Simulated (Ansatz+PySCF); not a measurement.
Two shapes of quartet NaH₂.

Shape 1:

```xyz
3

Na    0.0000    0.0000    0.0000
H     2.6818    0.0000    1.5483
H    -2.1794    0.0000    1.2583
```

Shape 2:

```xyz
3

Na    0.0000    0.0000    0.0000
H     2.3041    0.0000    1.9334
H    -2.6378    0.0000    2.2134
```

Basis set: STO-3G (spherical functions). Correlated methods keep 1 orbital frozen. Correlation on ROHF uses semicanonical orbitals with singles. Charge 0, multiplicity 4.

Computed with Ansatz (development build ahead of 0.2.0); the reference of a correlated method needn't be the lowest determinant of its kind.

Task: Which shape is lower in energy, and by how much in each method?

Result:

```
                            method  E(2) − E(1) (eV)
                         ROHF-CCSD            -0.166
                          UHF-CCSD            -0.166
                      ROHF-CCSD(T)            -0.166
                       UHF-CCSD(T)            -0.166
full CI (lowest root of this spin)            -0.166
```

Shape 2 is lower. Caution for ROHF-CCSD, UHF-CCSD, ROHF-CCSD(T), UHF-CCSD(T): the reference determinant was not shown to be the lowest.
